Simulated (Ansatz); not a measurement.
Seven cases of bond dissociation energy of first-row species (electronic energies, kcal/mol); geometries: B3LYP-D3(BJ)/def2-TZVP. The cases were drawn at random from those of this class that have a high level and all functionals, leaving out states under which another spin lies or may lie. Left out are anions, K, Ca, elements past Kr, ionisation of Li, Na and Mg, pi-pi* triplets of linear molecules and other triplets made from a closed-shell parent. Runs that doubt their state, and full CI more than 15 mEh from coupled cluster, are set aside; a case stays where another high level and all functionals remain. AFQMC serves as high level only in triple zeta or larger, with a steady walk, a bar under 0.8 kcal/mol and agreement with other high levels or trials where they ran; where none ran, an unstable determinant or (outside 3d species) a high T1 diagnostic also bars it, so strongly correlated cases are thinned. No case was kept or dropped by the size of a functional's miss. High levels with a bar over 0.5 kcal/mol are left out too, and the seventh case lies inside the range of the six. Affinities count positive where energy is released, gaps as the second state minus the first. PBE is by Ansatz (a program for electronic structure) in def2-TZVPD. High levels (Ansatz): P = CCSD(T)/CBS(cc-pVQZ,cc-pV5Z) + [CCSDT(Q) - CCSD(T)]/cc-pVQZ + [CCSDTQ - CCSDT(Q)]/cc-pVDZ + core + X2C; Q = CCSD(T)/CBS(cc-pVTZ,cc-pVQZ) + [CCSDT(Q) - CCSD(T)]/cc-pVDZ + core + X2C. UHF or UKS for unpaired electrons; spin-orbit terms are left out. CBS(X,Y): correlation extrapolated as X^-3, Hartree-Fock from the larger set (Q,5: extrapolated as (X+1)exp(-9√X)). A bracket is a step between two methods taken in the basis named. Functionals run without relativity, which enters their misses. 'core' is core correlation in cc-pwCVTZ, 'X2C' scalar relativity in cc-pVTZ-DK, both at CCSD(T). Where a partner has so few electrons that a lower coupled-cluster level is exact, that level stands in. The UHF reference of C2H ([C]#C, doublet) is spin-contaminated (<S^2> up to 0.36 over the pure value in the sets run). The UHF reference of HBN (B=[N], doublet) is spin-contaminated (<S^2> up to 0.03 over the pure value in the sets run). The UHF reference of C2HO ([CH]=C=O, doublet) is spin-contaminated (<S^2> up to 0.07 over the pure value in the sets run).

```tsv
case	PBE	level	high level
C2H3BO2 (ethynylboronic acid, SMILES C#CB(O)O) → H2BO2 (SMILES [B](O)O, doublet) + C2H (SMILES [C]#C, doublet)	149.3	Q	152.7
C4H6 (but-1-yne, SMILES C#CCC) → C2H (SMILES [C]#C, doublet) + C2H5 (SMILES [CH2]C, doublet)	129.9	Q	130.1
BNH2 (SMILES B=N) → BNH (SMILES B=[N], doublet) + H (doublet)	134.2	P	137.3
C2H6O (SMILES CCO) → CH3 (SMILES [CH3], doublet) + CH3O (SMILES [CH2]O, doublet)	90.0	Q	93.8
C2H7N (SMILES CNC) → C2H6N (SMILES [CH2]NC, doublet) + H (doublet)	93.6	Q	99.8
C2H2O (SMILES C=C=O) → C2HO (SMILES [CH]=C=O, doublet) + H (doublet)	107.9	Q	112.8
C2H7N (N-methylmethanamine, SMILES CNC) → C2H6N (SMILES C[N]C, doublet) + H (doublet)	96.2	Q	withheld
```

Task: Fit a straight line from PBE to the high level over the first six rows by least squares, predict the seventh, and compare with the calculation.

Result: Means: PBE 117.48, high level 121.08. Sxx = 2863.51, Sxy = 2726.52, slope 0.9522, intercept +9.22 kcal/mol; residual standard deviation 1.9 kcal/mol. Seventh row: 0.9522·(96.2) +9.22 = 100.8 kcal/mol. The calculation gave 102.1 kcal/mol: the line differs from it by -1.3, PBE itself by -5.9.
